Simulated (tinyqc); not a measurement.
A ladder of methods, and size consistency: correlation methods against full CI in the sto-3g basis, for H2O, spin multiplicity 1. Computed by the program tinyqc with PySCF. All electrons correlated; +Q is the Davidson correction (1 - c0^2) E_corr. The last columns treat two copies 100 angstrom apart as one system. FCI is the lowest singlet.

Geometry (angstrom):
```
atom       x        y       z
O     0.0000   0.0000  0.0000
H     0.0000   0.7980  0.6870
H     0.0000  -0.7980  0.6870
```

RHF energy of one = -74.957992 hartree

Correlation energies (hartree):
```
method   E_corr of one  share of FCI (%)  E_corr of two at 100 angstrom  two minus twice one (mhartree)
MP2          -0.045250           70.5612                      -0.090501                          0.0000
CISD         -0.062798           97.9244                      -0.121190                          4.4058
CISD+Q       -0.065170          101.6224                      -0.129387                          0.9519
CCSD         -0.063961           99.7374                      -0.127921                          0.0000
CCSD(T)      -0.064038           99.8587                      -0.128077                          0.0000
FCI          -0.064129          100.0000                              -                               -
```

What does the comparison show, and why?

MP2 recovers 71 %, CISD 97.9 % and CCSD 99.7 % of the FCI value (c0^2 = 0.962 in CISD). MP2 and coupled cluster are size consistent, so their last column vanishes; CISD loses 4.41 mhartree, since a double excitation on each copy is a quadruple of the pair, and the Davidson correction leaves +0.95.
